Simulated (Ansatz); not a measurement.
# Al2HCl+ (quartet): wave-function methods side by side, cc-pVDZ

The task here is to estimate one member of a computed series from the others.

Method: cc-pVDZ, core rule «outside noble gas», up to 15 orbitals frozen; program: Ansatz 0.2.0, Gaussian basis.

Plan: UHF; CCSD(T) on ROHF; CCSD(T) on UHF; BCCD(T) on ROHF; CISD; CCSDT(Q) on ROHF; CCSDT(Q) on UHF.

14 further runs of the same task are left out: 3 that didn't finish, 11 set aside as unsound or not needed.

## The system

The geometry is a PBE0/def2-TZVP stationary point (not a proven minimum) of the parent state, kept for this charge and spin.

4 atoms, charge 1, spin multiplicity 4.

Atoms are counted from 1 here; the program's logs count them from 0.

Bond lengths: Al1–Al2 2.540 Å, Al2–Cl3 2.112 Å, Al2–H4 1.583 Å. Angles: Al1–Al2–Cl3 115.3°, Al1–Al2–H4 123.6°, Cl3–Al2–H4 121.1°.

Set-up of the first run:

Input file in.yaml:

```yaml
crystal:
  periodic: [false, false, false]
  atoms:
    - {symbol: Al, position_ang: [0.000000, -0.394814, 2.233308]}
    - {symbol: Al, position_ang: [0.000000, 0.833312, 0.009660]}
    - {symbol: Cl, position_ang: [0.000000, -0.402256, -1.703598]}
    - {symbol: H, position_ang: [0.000000, 2.410685, -0.120119]}
basis:
  gaussian: {orbitals: cc-pVDZ}
total_charge: 1
magnetization: {spin_polarized: true, initial_magnetization: 3}
hamiltonian: {xc: hf}
output: {orbitals: {seedname: orbitals}}
```

On the command line:

```bash
$ ansatz run in.yaml --threads 1 --pin off --events-out ev --progress --plain --max-ram 2393MiB
```

Steps of the session up to this table: UHF; CCSD(T) on ROHF; CCSD(T) on UHF; BCCD(T) on ROHF; CISD; CCSDT(Q) on ROHF; CCSDT(Q) on UHF.

One table of the session follows, with a row left open; its other results are not shown here.

It belongs to the step «Misses and costs». 

| method | from RCCSDT(Q) (kcal/mol) |
| --- | --- |
| ROHF | +150.62 |
| UHF | +149.24 |
| RMP2 | +27.85 |
| UMP2 | +27.07 |
| CISD | +20.50 |
| RCCSD | +7.06 |
| UCCSD | +6.91 |
| RCCSD(T) | +2.14 |
| UCCSD(T) | +2.08 |
| BCCD(T) | +1.82 |
| RCCSDT | ? |
| UCCSDT | +0.49 |
| RCCSDT(Q) | 0 |
| UCCSDT(Q) | -0.19 |

Q: Estimate the row for RCCSDT from the others.

As computed: from RCCSDT(Q) (kcal/mol): +0.51. In the column «from RCCSDT(Q) (kcal/mol)» it lies between UCCSDT (+0.49) and BCCD(T) (+1.82).

To keep in mind: Restricted and unrestricted rows rest on different reference determinants; where their highest levels disagree by more than a few hundredths of an eV, they describe different states and don't form one ladder.
